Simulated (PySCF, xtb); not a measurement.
sulfur dioxide cation (O₂S), SMILES O=S=O (connectivity only; charge and spin as stated), charge +1, multiplicity 2.

Harmonic wavenumbers (cm⁻¹) from GFN2-xTB (xtb) at its own minimum, in rising order: 408, 1123, 1274.

**Question.** What does PySCF with r2SCAN-D4/def2-TZVP give at its own minimum? (An estimate is asked for; the answer gives what the named calculation found.)

**Answer.** 413, 1105, 1330. Paired by order, the mean absolute difference is 26 cm⁻¹ and the zero-point energies are 4.0 and 4.1 kcal/mol.
